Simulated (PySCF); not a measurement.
# Bond curve of MgO

Set-up: PySCF, spin-free X2C with a Gaussian nucleus, basis sets Mg x2c-SVPall, O x2c-SVPall. Energies in eV from Mg + O in their ground configurations at the same level. State: ³Π (triplet), unpaired electrons σ ↑, π ↑.

| R (Å) | LC-ωPBE |
| --- | --- |
| 1.634 | -1.836 |
| 1.710 | -2.254 |
| 1.786 | -2.479 |
| 1.843 | -2.554 |
| 1.900 | -2.568 |
| 1.957 | -2.535 |
| 2.033 | -2.436 |
| 2.128 | -2.251 |
| 2.242 | -1.974 |
| 2.394 | -1.571 |

Q: Put a parabola through the three lowest points of the LC-ωPBE curve and estimate Re, k and ωe (reduced mass 9.596 u; 1 eV/Å² = 0.16022 mdyn/Å; ωe = 1302.8·√(k/μ) cm⁻¹).

A: Through R = 1.843, 1.9, 1.957 Å the second-order coefficient is 7.23 eV/Å², so Re ≈ 1.888 Å, k ≈ 2.32 mdyn/Å and ωe ≈ 640 cm⁻¹. A polynomial fit of higher order to the unrounded LC-ωPBE energies gives Re = 1.887 Å, k = 2.46 mdyn/Å, ωe = 660 cm⁻¹; anharmonicity and rounding make the difference.

The higher-order fit for each curve: LC-ωPBE: Re = 1.887 Å, ωe = 660 cm⁻¹, De = 2.57 eV.

The state was picked by a PBE0 search and need not be the measured ground state.
